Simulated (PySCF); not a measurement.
This PySCF input asks for the NMR shieldings of SMILES FC1CCCC1, C5H9F; the geometry comes from GFN2-xTB.

```python
import basis_set_exchange as bse
import numpy as np
from pyscf import gto, dft
from pyscf.prop import nmr

atoms = """
F     1.055105   -1.774095   -1.013693
C     0.756607   -1.010567    0.102391
C     1.195024    0.443120   -0.133154
C    -0.057571    1.294706    0.091881
C    -1.202333    0.356850   -0.282388
C    -0.759638   -0.975433    0.319614
H     1.289848   -1.495179    0.926940
H     2.017252    0.732658    0.518717
H     1.531891    0.530823   -1.166590
H    -0.046585    2.205184   -0.504614
H    -0.138595    1.573535    1.143907
H    -1.270808    0.269723   -1.367408
H    -2.164720    0.688446    0.103505
H    -1.235530   -1.834836   -0.149345
H    -0.974361   -0.996946    1.388323
"""
names = dict.fromkeys(["F", "C", "H"], "pcSseg-1")
basis = {el: gto.basis.parse(bse.get_basis(n, elements=[el], fmt="nwchem")) for el, n in names.items()}
mol = gto.M(atom=atoms, basis=basis, charge=0, verbose=0)
mf = dft.RKS(mol, xc="PBE0")
mf.grids.level = 2
mf.grids.alignment = dft.numint.BLKSIZE   # the property module wants whole blocks of grid points
mf.conv_tol = 1e-9
mf.kernel()

calc = nmr.RKS(mf)   # GIAO
C = mf.mo_coeff
Co = C[:, mf.mo_occ > 0]
resp = mf.gen_response(singlet=True, hermi=2)
def vind(x):   # induced exchange potential for any number of trial vectors
    d = np.einsum("pi,xij,qj->xpq", C, 2 * x.reshape(-1, C.shape[1], Co.shape[1]), Co, optimize=True)
    return np.einsum("xpq,pi,qj->xij", resp(d - d.transpose(0, 2, 1)), C, Co, optimize=True).ravel()
mo1, _ = nmr.rhf.solve_mo1(calc, with_cphf=vind)
sigma = calc.kernel(mo1)
for i, s in enumerate(sigma):   # ppm
    print("%2d %-2s %9.2f" % (i, mol.atom_pure_symbol(i), np.trace(s) / 3))
```

**Question.** What are the results?

**Answer.** 
```
 0 F     360.42
 1 C      88.66
 2 C     148.94
 3 C     156.68
 4 C     158.51
 5 C     147.71
 6 H      26.40
 7 H      29.40
 8 H      29.84
 9 H      29.77
10 H      30.47
11 H      30.02
12 H      30.06
13 H      29.57
14 H      30.17
```

These numbers come from an equivalent density-fitted implementation of the same equations, which agrees with the script to about 0.01 ppm for H and up to a few tenths of a ppm for heavy atoms, so last digits may differ.

**Question.** Turn these shieldings into chemical shifts. References, each an isolated molecule treated in the same way: ¹⁹F (σref 170.95) against CFCl3; ¹³C (σref 186.93) and ¹H (σref 31.72) vs TMS.

**Answer.** Averaging equivalent atoms: F 0: -189.5; C 1: 98.3; C 2/5: 38.6; C 3/4: 29.3; H 6: 5.32; H 8/13: 2.02; H 7/14: 1.93; H 9/11: 1.82; H 10/12: 1.45 ppm. Unscaled 19F shifts against computed CFCl3 carry errors that often reach 10 to 50 ppm.

Size and cost of the density-fitted run: 147 basis functions, 14 s wall time on 1 thread of an x86-64 server CPU, shared host.
